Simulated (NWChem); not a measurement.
System: ethylene (C2H4); SMILES C=C

NWChem input:

```
start job
memory heap 200 mb stack 900 mb global 1100 mb
geometry units angstroms noautosym nocenter noautoz
  C      0.000000     0.665229     0.000000
  C      0.000000    -0.665229     0.000000
  H      0.931002     1.240614     0.000000
  H     -0.931002     1.240614     0.000000
  H     -0.931002    -1.240614     0.000000
  H      0.931002    -1.240614     0.000000
end
basis spherical
  * library def2-tzvp
end
dft
  xc xpbe96 cpbe96
  iterations 150
end
property
  response 1 0.0
end
task dft property
```

Parts of the log:

```
             Northwest Computational Chemistry Package (NWChem) 7.3.0
             --------------------------------------------------------

                             Geometry "geometry" -> ""
                             -------------------------

 Output coordinates in angstroms (scale by  1.889725989 to convert to a.u.)

  No.       Tag          Charge          X              Y              Z
 ---- ---------------- ---------- -------------- -------------- --------------
    1 C                    6.0000     0.00000000     0.66522900     0.00000000
    2 C                    6.0000     0.00000000    -0.66522900     0.00000000
    3 H                    1.0000     0.93100200     1.24061400     0.00000000
    4 H                    1.0000    -0.93100200     1.24061400     0.00000000
    5 H                    1.0000    -0.93100200    -1.24061400     0.00000000
    6 H                    1.0000     0.93100200    -1.24061400     0.00000000

 Effective nuclear repulsion energy (a.u.)      33.2465659495

  pbe96 is a nonlocal functional; adding pw91lda local functional.
                              NWChem Property Module
                              ----------------------

                                 NWChem DFT Module
                                 -----------------

 Summary of "ao basis" -> "ao basis" (spherical)
 ------------------------------------------------------------------------------
       Tag                 Description            Shells   Functions and Types
 ---------------- ------------------------------  ------  ---------------------
 C                         def2-tzvp                11       31   5s3p2d1f
 H                         def2-tzvp                 4        6   3s1p

            General Information
            -------------------
          SCF calculation type: DFT
          Wavefunction type:  closed shell.
          No. of atoms     :     6
          No. of electrons :    16
           Alpha electrons :     8
            Beta electrons :     8
          Charge           :     0
          Spin multiplicity:     1
          Use of symmetry is: off; symmetry adaption is: off
          Maximum number of iterations: 150
          AO basis - number of functions:    86
                     number of shells:    38
          Convergence on energy requested:  1.00D-06
          Convergence on density requested:  1.00D-05
          Convergence on gradient requested:  5.00D-04

              XC Information
              --------------
          PerdewBurkeErnzerhof Exchange Functional  1.000
            Perdew 1991 LDA Correlation Functional  1.000 local
           PerdewBurkeErnz. Correlation Functional  1.000 non-local

             Grid Information
             ----------------
          Grid used for XC integration:  medium
          Radial quadrature: Mura-Knowles
          Angular quadrature: Lebedev.
          Tag              B.-S. Rad. Rad. Pts. Rad. Cut. Ang. Pts.
          ---              ---------- --------- --------- ---------
          C                   0.70       49           8.0       434
          H                   0.35       45          10.0       434
          Grid pruning is: on
          Number of quadrature shells:   278
          Spatial weights used:  Erf1

      Superposition of Atomic Density Guess
      -------------------------------------

 Sum of atomic energies:         -77.34189321

      Non-variational initial energy
      ------------------------------

 Total energy =     -78.442002
 1-e energy   =    -167.827823
 2-e energy   =      56.139255
 HOMO         =      -0.344877
 LUMO         =      -0.003346

   convergence    iter        energy       DeltaE   RMS-Dens  Diis-err
 ---------------- ----- ----------------- --------- --------- ---------
 d= 0,ls=0.0,diis     1    -78.4807108334 -1.12D+02  3.75D-03  2.75D-01
 d= 0,ls=0.0,diis     2    -78.4987301449 -1.80D-02  1.27D-03  1.24D-02
 d= 0,ls=0.0,diis     3    -78.4992751706 -5.45D-04  6.05D-04  8.45D-03
 d= 0,ls=0.0,diis     4    -78.5003015675 -1.03D-03  1.29D-04  4.58D-04
 d= 0,ls=0.0,diis     5    -78.5003642697 -6.27D-05  8.39D-06  1.77D-06
 d= 0,ls=0.0,diis     6    -78.5003644852 -2.16D-07  5.42D-07  3.18D-09

         Total DFT energy =      -78.500364485197
      One electron energy =     -170.126088595073
           Coulomb energy =       70.546709479025
    Exchange-Corr. energy =      -12.167551318602
 Nuclear repulsion energy =       33.246565949454

 Numeric. integr. density =       16.000003185930

                       DFT Final Molecular Orbital Analysis
                       ------------------------------------

 Vector    6  Occ=2.000000D+00  E=-3.735048D-01
              MO Center= -3.7D-10, -6.6D-08, -2.5D-11, r^2= 1.8D+00
   Bfn.  Coefficient  Atom+Function         Bfn.  Coefficient  Atom+Function
  ----- ------------  ---------------      ----- ------------  ---------------
     7      0.315211  1 C  py                38     -0.315211  2 C  py
    10      0.200124  1 C  py                41     -0.200124  2 C  py
    64      0.111151  3 H  s                 70      0.111151  4 H  s
    76      0.111151  5 H  s                 82      0.111151  6 H  s
    13      0.079790  1 C  py                44     -0.079790  2 C  py

 Vector    7  Occ=2.000000D+00  E=-3.110489D-01
              MO Center=  7.4D-10, -1.1D-07,  2.2D-11, r^2= 2.4D+00
   Bfn.  Coefficient  Atom+Function         Bfn.  Coefficient  Atom+Function
  ----- ------------  ---------------      ----- ------------  ---------------
     6      0.225195  1 C  px                37     -0.225195  2 C  px
    64      0.181114  3 H  s                 70     -0.181114  4 H  s
    76      0.181114  5 H  s                 82     -0.181114  6 H  s
     9      0.150537  1 C  px                40     -0.150537  2 C  px
    63      0.120194  3 H  s                 69     -0.120194  4 H  s

 Vector    8  Occ=2.000000D+00  E=-2.476884D-01
              MO Center=  1.0D-11,  4.9D-08,  8.9D-11, r^2= 1.5D+00
   Bfn.  Coefficient  Atom+Function         Bfn.  Coefficient  Atom+Function
  ----- ------------  ---------------      ----- ------------  ---------------
     8      0.297211  1 C  pz                39      0.297211  2 C  pz
    11      0.257297  1 C  pz                42      0.257297  2 C  pz
    14      0.158687  1 C  pz                45      0.158687  2 C  pz

 Vector    9  Occ=0.000000D+00  E=-3.576264D-02
              MO Center=  3.2D-12, -4.9D-08,  6.3D-10, r^2= 2.3D+00
   Bfn.  Coefficient  Atom+Function         Bfn.  Coefficient  Atom+Function
  ----- ------------  ---------------      ----- ------------  ---------------
    14      0.582081  1 C  pz                45     -0.582081  2 C  pz
     8      0.311684  1 C  pz                39     -0.311684  2 C  pz
    11      0.276380  1 C  pz                42     -0.276380  2 C  pz
    21      0.044288  1 C  d -1              52      0.044288  2 C  d -1

 Vector   10  Occ=0.000000D+00  E= 4.590109D-02
              MO Center=  6.0D-08,  4.0D-07, -1.7D-10, r^2= 5.8D+00
   Bfn.  Coefficient  Atom+Function         Bfn.  Coefficient  Atom+Function
  ----- ------------  ---------------      ----- ------------  ---------------
     5      1.538555  1 C  s                 36      1.538554  2 C  s
    65     -1.239228  3 H  s                 71     -1.239228  4 H  s
    77     -1.239227  5 H  s                 83     -1.239227  6 H  s
    13      0.610791  1 C  py                44     -0.610792  2 C  py
     4      0.307754  1 C  s                 35      0.307754  2 C  s

 Vector   11  Occ=0.000000D+00  E= 6.689664D-02
              MO Center= -5.5D-08,  2.2D-07, -2.0D-11, r^2= 6.2D+00
   Bfn.  Coefficient  Atom+Function         Bfn.  Coefficient  Atom+Function
  ----- ------------  ---------------      ----- ------------  ---------------
    65      1.412636  3 H  s                 71     -1.412637  4 H  s
    77     -1.412636  5 H  s                 83      1.412636  6 H  s
    12     -0.756694  1 C  px                43     -0.756694  2 C  px
     6     -0.197488  1 C  px                37     -0.197488  2 C  px
    64     -0.109951  3 H  s                 70      0.109951  4 H  s

     Multipole analysis of the density
     ---------------------------------

     L   x y z        total         alpha         beta         nuclear
     -   - - -        -----         -----         ----         -------
     0   0 0 0     -0.000000     -8.000000     -8.000000     16.000000

     1   1 0 0      0.000000      0.000000      0.000000      0.000000
     1   0 1 0     -0.000000     -0.000000     -0.000000      0.000000
     1   0 0 1      0.000000      0.000000      0.000000      0.000000

     2   2 0 0     -9.200531    -10.790811    -10.790811     12.381090
     2   1 1 0      0.000000      0.000000      0.000000      0.000000
     2   1 0 1      0.000000      0.000000      0.000000      0.000000
     2   0 2 0     -9.232790    -25.090821    -25.090821     40.948851
     2   0 1 1     -0.000000     -0.000000     -0.000000      0.000000
     2   0 0 2    -11.672134     -5.836067     -5.836067      0.000000

 *** CALLING NEW AORESP DRIVER FOR CLOSED AND OPEN SHELLS ***
 Entering AOResponse driver routine

--------------------------------------------------------------------------------

[...]

 DFT Linear Response polarizability / au
 Frequency  =       0.0000000 / au
              X              Y              Z
 -----------------------------------------------
 X      23.7126851     -0.0000000     -0.0000000
 Y      -0.0000000     35.1612997      0.0000000
 Z      -0.0000000      0.0000000     17.5747476
 -----------------------------------------------
 Eigenvalues =      23.7126851     35.1612997     17.5747476
 Isotropic   =      25.4829108
 Anisotropic =      15.4601402
 -----------------------------------------------

 Magnetic Dipole Response Matrix (nonzero elements):

 Exiting AOResponse driver routine
```

Level: PBE/def2-TZVP. All runs use the structure optimised with PBE0/def2-SVP.
